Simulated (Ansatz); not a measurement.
Elastic constant C11 (GPa) of 37 elemental metals, computed with LDA (Ansatz, a quantum-chemistry and plane-wave program, plane waves, PAW) and with PBEsol in Ansatz (PAW). The set holds measured phases with no doubt noted on the run or the magnetic state but for the caveats below. 6 more of the class have both values but aren't in it, for one of these reasons: built or high-temperature cells, doubts on the run or the magnetic state, unlike cells, values of zero, layered or molecular crystals. Solids without a value at one level (not run, failed, or a magnetic order lost), or held back for tests, aren't counted.

Every twentieth of the way through the set, in order of the shift (worked out from unrounded values):

```csv
solid,LDA,PBEsol,shift (%)
hcp Cd,152,127,-16.6
bcc Rb,3.90,3.26,-16.4
hcp Tl,46.9,40.2,-14.2
fcc Ag,169,145,-13.9
bcc Ba,14.2,12.6,-11.4
fcc Pd,271,243,-10.3
white tin (β-Sn),76.0,68.3,-10.1
fcc Au,216,196,-9.2
hcp Co,462,421,-8.9
bcc Li,16.4,15.3,-7.0
fcc Ni,351,326,-6.9
fcc Rh,502,471,-6.3
fcc Pt,381,357,-6.2
hcp Lu,105,99.1,-6.0
hcp Ru,658,628,-4.6
hcp Tc,556,533,-4.1
fcc Ca,23.9,23.2,-3.0
hcp Re,673,654,-2.9
fcc Al,115,112,-2.2
hcp Ti,185,184,-0.7
hcp Zr,141,147,+4.6
```

The shift from LDA to PBEsol has a median of -6.9 %, and eight in ten lie between -14.7 % and -1.9 %; PBEsol is the larger in 2 of 37. Each level is at its own cell, so the shift holds the change of volume too.

Ansatz's runs of these crystals have no spin polarisation, but for bcc Fe, hcp Co, fcc Ni.

Density-functional runs with spin start from parallel moments for bcc Fe, parallel moments for hcp Co, parallel moments for fcc Ni.

Spin–orbit coupling is left out, also for the solids with elements from indium on (fcc Pt, hcp Os, bcc Ba, white tin (β-Sn), double-hcp La, hcp Tl, fcc Ir, hcp Re, bcc Cs, hcp Hf and 3 more); its size isn't shown.

Each level is taken at its own relaxed cell. Ansatz's density-functional and Hartree–Fock values are scalar-relativistic unless marked +SOC, with PAW data made under PBE.
